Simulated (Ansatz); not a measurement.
System: black phosphorus. Method: r²SCAN-D4 (PAW; Ansatz, an electronic-structure program).

Numerical settings: plane-wave cutoff 500 eV, 10×10×8 k mesh (along the axes of the cell as run), gaussian smearing 0.02 eV, scalar-relativistic PAW data made under PBE.

Cell (relaxed at this level):

```
P
1.0
    1.64834    -5.34444     0.00000
    1.64834     5.34444     0.00000
    0.00000     0.00000     4.47018
P
4
Cartesian
  1.64834   4.28815   4.08771
  1.64834   1.05629   1.85262
  1.64834  -1.05629   2.61755
  1.64834  -4.28815   0.38247
```

Q: Estimate the band gap that the calculation returns.

A: 
- band gap: 0.02 eV (under three smearing widths, so not firm)

Measured, for comparison: band gap 0.35 eV (temperature not stated, no zero-point or thermal correction; as tabulated in Das et al. (2018), arXiv:1807.05623). Computed (rounded) less measured: band gap -0.33 eV.

Computed values are for the static lattice.

Computing time: about 2.8 core-minutes (a rough figure).
